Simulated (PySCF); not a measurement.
Level of theory and proton affinities: 1,3-butadiene

Structure: `C=CC=C` (C4H6). Optimised structure (Å), atoms numbered from 1:
```
C     1.7163    0.2067   -0.6682
C     0.6960   -0.1844    0.1079
C    -0.6924    0.1864   -0.1165
C    -1.7129   -0.2049    0.6593
H     1.5527    0.8473   -1.5406
H     2.7445   -0.0981   -0.4591
H     0.8949   -0.8265    0.9746
H    -0.8912    0.8287   -0.9831
H    -2.7409    0.1000    0.4500
H    -1.5495   -0.8458    1.5315
```

All levels share the PBE0-D3(BJ)/def2-SVP structures and the PBE0-D3(BJ)/def2-SVP thermal terms; only the single-point energies (PySCF) change. Values are proton affinities (298 K, kJ/mol).

| level | C1 |
| --- | --- |
| LDA/def2-TZVP | 765 |
| ωB97M-D3(BJ)/def2-TZVP (grid 3) | 796 |
| PBE0-D3(BJ)/def2-SV(P) | 799 |
| PBE0-D3(BJ)/ma-def2-SVP | 802 |
| PBE-D3(BJ)/def2-TZVP | 802 |
| PBE0-D3(BJ)/aug-pcseg-1 | 806 |
| PBE0-D3(BJ)/def2-TZVP | 807 |
| PBE0-D3(BJ)/def2-TZVPP | 808 |
| PBE0-D3(BJ)/6-311++G(2d,2p) | 809 |
| BHandHLYP/def2-TZVP | 815 |
| B97-2/def2-TZVP | 818 |
| TPSS-D3(BJ)/def2-TZVP (grid 3) | 818 |
| TPSSh-D3(BJ)/def2-TZVP (grid 3) | 819 |
| PBE0-D3(BJ)/6-31G | 819 |
| PBE0-D3(BJ)/6-31G* | 824 |
| HF/def2-TZVP | 840 |

Hartree-Fock leaves out electron correlation, so its proton affinities can be off by tens of kJ/mol.

The spread: 75 kJ/mol, from 765 to 840.
